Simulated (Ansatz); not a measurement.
# The cluster MnBr₂: the relaxed shape and its frontier levels

What does the cluster MnBr₂ look like as a doublet, and where do its frontier electrons sit?

Program: Ansatz 0.2.0, Gaussian basis. Level of theory: UKS PBE0-D4/def2-TZVP. These are calculated values, not measurements.

Levels to be run: relaxation at r2SCAN-D4/def2-TZVP; a search for the lowest solution at PBE0-D4/def2-SVP; a single point at PBE0-D4/def2-TZVP.

1 further run of the same task is left out (for a known fault of the program). Runs told in other sessions of the task aren't counted.

### Step 1. The starting structure

3 atoms, charge 0, spin multiplicity 2.

Atoms are counted from 1 here; the program's logs count them from 0.

Bond lengths: Mn1–Br2 2.228 Å, Mn1–Br3 2.227 Å. Angles: Br2–Mn1–Br3 179.7°.

Geometry (Å):

```xyz
3

Mn   -0.0034   -0.0003    0.0005
Br    0.0224   -1.6663   -1.4780
Br   -0.0190    1.6666    1.4775
```

No spin-orbit coupling is included.

The start is a GFN1-xTB geometry.

### Step 2. Relaxation at r2SCAN-D4/def2-TZVP

The input, in.yaml:

```yaml
crystal:
  periodic: [false, false, false]
  atoms:
    - {symbol: Mn, position_ang: [-0.003410, -0.000330, 0.000490]}
    - {symbol: Br, position_ang: [0.022440, -1.666250, -1.478020]}
    - {symbol: Br, position_ang: [-0.019030, 1.666580, 1.477530]}
basis:
  gaussian: {orbitals: def2-TZVP}
magnetization: {spin_polarized: true, initial_magnetization: 1}
hamiltonian: {xc: r2scan, dispersion: d4}
scf: {lower_state_search: "off"}
output: {orbitals: {seedname: orbitals}}
relax: {f_tol: 0.02, max_steps: 100}
```

Run with:

```sh
$ ansatz run in.yaml --threads 4 --pin off --events-out ev --progress --plain --max-ram 3916MiB
```

After this run come: Searching for the lowest solution, PBE0-D4/def2-SVP; Single point, PBE0-D4/def2-TZVP.

Q: Predict the results of all the runs planned. Wanted: point group; near neighbours of the metal; HOMO, LUMO at PBE0-D4/def2-TZVP; ⟨S²⟩; charge on the metal; spin on the metal; dipole at r2SCAN-D4/def2-TZVP.

**Answer**, as computed:

```
                                         quantity               value
                                      point group                 D∞h
                     near neighbours of the metal  Br 2.29, Br 2.29 Å
HOMO, LUMO at PBE0-D4/def2-TZVP (over both spins)     -8.14, -3.61 eV
                                             ⟨S²⟩               2.709
charge on the metal (Mulliken, PBE0-D4/def2-TZVP)             +0.74 e
                     spin on the metal (Mulliken)                1.17
                    dipole at r2SCAN-D4/def2-TZVP              0.01 D
```

**Reading.** The molecule keeps its bonding pattern by the stored test; the atoms moved 0.05 Å (rms). Of 1 unpaired electron, 1.17 sit on the metal by Mulliken's count, more than all: the ligands carry opposite spin. No usable vibrations, so a minimum isn't proven. Doubts on the single point: spin contamination. Whether this spin is the lowest isn't tested here.
